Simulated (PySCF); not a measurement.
## Electric properties by functional and basis

Species: CH₂S.
Geometry (PBE0-D3(BJ)/def2-SVP, Å), atoms numbered from 1 in this order:
```xyz
4
CH2S angstrom
C     -0.0591    0.0052   -0.1610
S      1.1480   -0.4186   -1.1325
H     -0.2794    1.0569    0.0815
H     -0.7262   -0.7340    0.3098
```

PySCF, dipoles from the SCF density, polarisabilities from static response with core orbitals frozen. Geometry: PBE0-D3(BJ)/def2-SVP; no solvent, vibrations or thermal averaging.

Reference dipole: 1.647 D (measured, gas; NIST CCCBDB Release 22 (SRD 101), experimental dipoles). Reference dipole: 1.759 D (computed, CCSD(T)/CBS, all electrons, equilibrium geometry, gas; Hait, Head-Gordon, J. Chem. Theory Comput. 14 (2018) 1969). Reference polarisability: 5.045 Å³ (computed, CCSD(T)/CBS, static electronic, isotropic average, equilibrium geometry, gas; Hait, Head-Gordon, Phys. Chem. Chem. Phys. 20 (2018) 19800). Errors are taken against the first value of each kind. The anisotropy is √(½[(α1 − α2)² + (α2 − α3)² + (α3 − α1)²]).

```
              level  μ (D)  error (%)  α (Å³)  error (%)  anisotropy (Å³)
      LDA/def2-SVPD  1.702       +3.4    5.14       +2.0             2.52
      PBE/def2-SVPD  1.700       +3.2    5.12       +1.5             2.52
    B3LYP/def2-SVPD  1.763       +7.0    5.08       +0.7             2.54
     PBE0/def2-SVPD  1.811      +10.0    5.02       -0.6             2.51
BHandHLYP/def2-SVPD  1.894      +15.0    5.00       -0.9             2.57
CAM-B3LYP/def2-SVPD  1.810       +9.9    5.03       -0.2             2.54
  wB97X-D/def2-SVPD  1.891      +14.8    5.00       -0.9             2.50
  LC-wPBE/def2-SVPD  1.869      +13.5    4.91       -2.8             2.51
       HF/def2-SVPD  2.175      +32.1    5.03       -0.3             2.70
        PBE0/6-31G*  1.894      +15.0    3.54      -29.8             3.56
      PBE0/def2-SVP  1.677       +1.8    3.48      -31.1             3.42
       PBE0/6-31+G*  1.872      +13.7    4.11      -18.5             3.52
   PBE0/aug-cc-pVDZ  1.820      +10.5    4.97       -1.5             2.72
     PBE0/def2-TZVP  1.736       +5.4    4.32      -14.5             3.28
    PBE0/def2-TZVPD  1.760       +6.9    5.13       +1.6             2.57
   PBE0/aug-cc-pVTZ  1.778       +8.0    5.11       +1.4             2.61
```

For the dipole, the smallest error is 1.8% (PBE0/def2-SVP) and the largest 32.1% (HF/def2-SVPD). For the polarisability, the smallest error is 0.2% (CAM-B3LYP/def2-SVPD) and the largest 31.1% (PBE0/def2-SVP). The dipole runs from 1.68 D (PBE0/def2-SVP) to 2.18 D (HF/def2-SVPD). In one basis (def2-SVPD) the functionals order the polarisability from LC-wPBE (lowest) to LDA (highest), a spread of 5%. With PBE0 the polarisability is 3.78 Å³ without diffuse functions (mean of 6-31G*, def2-SVP and def2-TZVP) and 4.87 Å³ with them (mean of 6-31+G*, def2-SVPD, aug-cc-pVDZ, def2-TZVPD and aug-cc-pVTZ). Measured values can belong to vibrating molecules; the computed ones are for one fixed geometry.
